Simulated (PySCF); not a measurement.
**Broadened absorption spectrum of C5H10**

Species: C5H10.
Z-matrix (Å and degrees, PBE0-D3(BJ)/def2-TZVP geometry), rows numbered from 1:
```
C 
C   1  1.5052
C   2  1.5055  1  114.66
C   2  1.4982  1  117.95  3   145.49
C   2  1.4988  1  117.83  3  -145.37
H   1  1.0944  2  110.98  3   -59.68
H   1  1.0925  2  111.27  3  -179.76
H   1  1.0940  2  111.01  3    60.12
H   3  1.0924  2  111.25  1   179.95
H   3  1.0942  2  110.98  1    59.85
H   3  1.0944  2  111.00  1   -59.97
H   4  1.0833  2  117.97  5   107.69
H   4  1.0835  2  118.18  5  -107.73
H   5  1.0835  2  118.22  4  -107.74
H   5  1.0836  2  117.95  4   107.60
```

Computed with TDDFT CAM-B3LYP/aug-cc-pVTZ, vertical, gas phase, core orbitals frozen in the response (PySCF 2.14.0, density-fitted response routines). Geometry: PBE0-D3(BJ)/def2-TZVP; no solvent, vibrations or thermal averaging.

Each state is given a Gaussian of 0.25 eV full width at half maximum, with ε(max) = 2.175×10⁸ f / Δν̃ (Δν̃ the width in cm⁻¹). The width is an assumption, not a result. The curve ends short of the highest state used, and states not computed would add to its high-energy end.

```json
{"λ (nm)": "163.6", "ε (L mol⁻¹ cm⁻¹)": "911"}
{"λ (nm)": "164.5", "ε (L mol⁻¹ cm⁻¹)": "1221"}
{"λ (nm)": "165.4", "ε (L mol⁻¹ cm⁻¹)": "1506"}
{"λ (nm)": "166.3", "ε (L mol⁻¹ cm⁻¹)": "1727"}
{"λ (nm)": "167.2", "ε (L mol⁻¹ cm⁻¹)": "1857"}
{"λ (nm)": "168.1", "ε (L mol⁻¹ cm⁻¹)": "1871"}
{"λ (nm)": "169.0", "ε (L mol⁻¹ cm⁻¹)": "1747"}
{"λ (nm)": "169.9", "ε (L mol⁻¹ cm⁻¹)": "1494"}
{"λ (nm)": "170.8", "ε (L mol⁻¹ cm⁻¹)": "1166"}
{"λ (nm)": "171.7", "ε (L mol⁻¹ cm⁻¹)": "849"}
{"λ (nm)": "172.6", "ε (L mol⁻¹ cm⁻¹)": "634"}
{"λ (nm)": "173.5", "ε (L mol⁻¹ cm⁻¹)": "599"}
{"λ (nm)": "174.4", "ε (L mol⁻¹ cm⁻¹)": "794"}
{"λ (nm)": "175.3", "ε (L mol⁻¹ cm⁻¹)": "1234"}
{"λ (nm)": "176.2", "ε (L mol⁻¹ cm⁻¹)": "1874"}
{"λ (nm)": "177.1", "ε (L mol⁻¹ cm⁻¹)": "2597"}
{"λ (nm)": "178.0", "ε (L mol⁻¹ cm⁻¹)": "3231"}
{"λ (nm)": "178.9", "ε (L mol⁻¹ cm⁻¹)": "3601"}
{"λ (nm)": "179.8", "ε (L mol⁻¹ cm⁻¹)": "3603"}
{"λ (nm)": "180.7", "ε (L mol⁻¹ cm⁻¹)": "3245"}
{"λ (nm)": "181.6", "ε (L mol⁻¹ cm⁻¹)": "2640"}
{"λ (nm)": "182.5", "ε (L mol⁻¹ cm⁻¹)": "1945"}
{"λ (nm)": "183.4", "ε (L mol⁻¹ cm⁻¹)": "1301"}
{"λ (nm)": "184.3", "ε (L mol⁻¹ cm⁻¹)": "793"}
{"λ (nm)": "185.1", "ε (L mol⁻¹ cm⁻¹)": "473"}
{"λ (nm)": "186.0", "ε (L mol⁻¹ cm⁻¹)": "244"}
{"λ (nm)": "186.9", "ε (L mol⁻¹ cm⁻¹)": "115"}
{"λ (nm)": "187.8", "ε (L mol⁻¹ cm⁻¹)": "50"}
{"λ (nm)": "188.7", "ε (L mol⁻¹ cm⁻¹)": "20"}
{"λ (nm)": "189.6", "ε (L mol⁻¹ cm⁻¹)": "7"}
```

Task: Locate the maxima and give the states behind the curve.

Result: 179 nm (6.91 eV), ε about 3700, made up of S1 (100%); 168 nm (7.39 eV), ε about 1900, made up of S2 (69%) and S4 (31%) (ε in L mol⁻¹ cm⁻¹; maxima over ε = 5, shares over 10%). The states used: S1 6.91 eV (f 0.034); S2 7.34 eV (f 0.013); S3 7.46 eV (f 0.0000); S4 7.50 eV (f 0.0092); S5 7.53 eV (f 0.0002); S6 7.89 eV (f 0.0001); S7 7.95 eV (f 0.062); S8 8.05 eV (f 0.0000); S9 8.05 eV (f 0.0003); S10 8.18 eV (f 0.022).

Task: What would ε be at 6.91 eV, the highest of these maxima, with half the width (0.125 eV)?

Result: About 7290 L mol⁻¹ cm⁻¹ against 3650, a factor of about 2.00; a lone state at its own centre would give exactly 2.

Task: Coming from long wavelengths, where does ε first pass 100 L mol⁻¹ cm⁻¹?

Result: At about 187 nm (6.63 eV), 0.28 eV below S1.
